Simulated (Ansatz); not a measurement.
Relaxation of H₆OSi (8 atoms, charge 0, multiplicity 1), to a largest force component of 0.03 eV/Å in at most 50 steps.

The calculation used RKS r2SCAN/def2-SVP in Ansatz.

```xyz
8
Properties=species:S:1:pos:R:3:forces:R:3
Si 0.375 -0.217 -0.397 -0.21 0.16 -0.39
O -0.490 -0.148 2.353 0.59 -0.38 0.03
H -1.098 -0.891 2.478 0.05 0.04 -0.03
H 1.051 -0.336 -1.728 -0.01 0.00 0.00
H 0.122 1.219 -0.115 0.00 0.00 0.00
H -0.890 -1.003 -0.455 0.00 0.00 0.01
H 1.282 -0.802 0.606 0.35 -0.19 0.11
H 0.379 -0.592 2.226 -0.77 0.36 0.26
```

Question: Where does it end, and by what steps?

Answer: It converged. The force dipped under the threshold on the way, but the program's further checks kept it going. After 23 steps the energy has fallen by 0.080 eV; H8 moved furthest, 0.75 Å.

```
step  energy less start (eV)  largest force component (eV/Å)  accepted
   0                  0.0000                           0.766       yes
   1                 -0.0511                           0.437       yes
   2                 -0.0236                           0.735        no
   3                 -0.0613                           0.383       yes
   4                 -0.0716                           0.119       yes
   5                 -0.0765                           0.022       yes
   6                 -0.0302                           1.590        no
   7                 -0.0768                           0.036       yes
   8                 -0.0771                           0.003       yes
   9                 -0.0637                           0.832        no
  10                 -0.0774                           0.043       yes
  11                 -0.0766                           0.261        no
  12                 -0.0777                           0.021       yes
  13                 -0.0780                           0.052       yes
  14                 -0.0777                           0.199        no
  15                 -0.0783                           0.053       yes
  16                 -0.0786                           0.057       yes
  17                 -0.0788                           0.112       yes
  18                 -0.0790                           0.109       yes
  19                 -0.0793                           0.071       yes
  20                 -0.0796                           0.074       yes
  21                 -0.0796                           0.100       yes
  22                 -0.0798                           0.052       yes
  23                 -0.0799                           0.009       yes
```

```xyz
8
Properties=species:S:1:pos:R:3
Si 0.384 -0.243 -0.477
O -0.690 -0.243 2.347
H -0.753 -1.207 2.372
H 0.968 -0.292 -1.855
H 0.328 1.179 -0.042
H -0.972 -0.857 -0.525
H 1.283 -1.033 0.416
H 0.181 -0.074 2.731
```

The run took 54 s on 1 thread of Arm Neoverse V1 (shared host), peak memory 0.12 GiB.
